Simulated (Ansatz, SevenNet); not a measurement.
## How well does each level of theory give the elastic constant C44 of rock-salt KF?

Reference value: 12.9 GPa (measured, 4 K, zero-point motion not removed; as tabulated in Harker's crystal data pages).

Q: What do SevenNet-0, LDA, PBE, HSE06 give, and how far is each from the reference?

A: 
```tsv
level (code)	value (GPa)	cell (Å³/atom)	difference (%)
SevenNet-0	10.9	19.92	-15.5
LDA (Ansatz)	13.6	17.20	+5.4
PBE (Ansatz)	13.6	19.91	+5.4
HSE06 (Ansatz)	14.0	19.35	+8.5
```

The levels aren't ranked against this reference (one secondary page as the only source).

The reference isn't brought to a static lattice, while the calculations are for one, so the differences are not the levels' errors alone.  Each level is taken at its own relaxed cell. Ansatz's density-functional and Hartree–Fock values are scalar-relativistic unless marked +SOC, with PAW data made under PBE.

Machine-learned potentials (SevenNet-0) are trained on DFT data: a solid inside that data is no test of them.

Differences are worked out from the printed values.

Ansatz is an electronic-structure program.
